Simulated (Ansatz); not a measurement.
Multireference treatment of PH3, singlet

Calculated in Ansatz's Gaussian-basis code; CASPT2, NEVPT3, NEVPT4(SD) by development code. Basis aug-cc-pV(D+d)Z on P, aug-cc-pVDZ on H, nonrelativistic, 5 orbitals frozen in the corrections. State-specific CASSCF; RHF is the lowest restricted (open-shell) Hartree–Fock solution met. Letters tell apart solutions met in one space. Solutions may break the symmetry of the shape. No proof that the lowest CASSCF solution was found.

Geometry:

```xyz
4

P    -0.1246    0.0000    0.0000
H     0.6231    1.2006    0.0000
H     0.6231   -0.6003    1.0398
H     0.6231   -0.6003   -1.0398
```

CASSCF less RHF, in eV, and natural occupations:

```tsv
CAS	CASSCF	occupations
(2,2) a	-0.390	1.98, 0.02
(2,2) b	-0.297	1.97, 0.03
```

Task: What totals less RHF do the corrections give on each solution?

Result: 

```
    CAS  SC-NEVPT2  FIC-NEVPT2  NEVPT3  NEVPT4(SD)  CASPT2 (IPEA 0)
(2,2) a     -3.816      -3.817  -4.485      -4.706           -3.949
(2,2) b     -3.844      -3.845  -4.494      -4.708           -3.921
```

Task: In CAS(2,2), is the solution lowest in CASSCF also lowest after SC-NEVPT2?

Result: No: (2,2) b is lowest after SC-NEVPT2, 0.03 eV under (2,2) a, which leads in CASSCF.

Task: How do single-reference totals in the same basis and frozen core stand against SC-NEVPT2 in CAS(2,2) a?

Result: CCSD(T) -0.985 eV, CCSDT -1.006 eV. Coupled cluster stands on the determinant that it favours, which can lie over the RHF solution above, and is in doubt where the occupations are far from 0, 1 and 2.
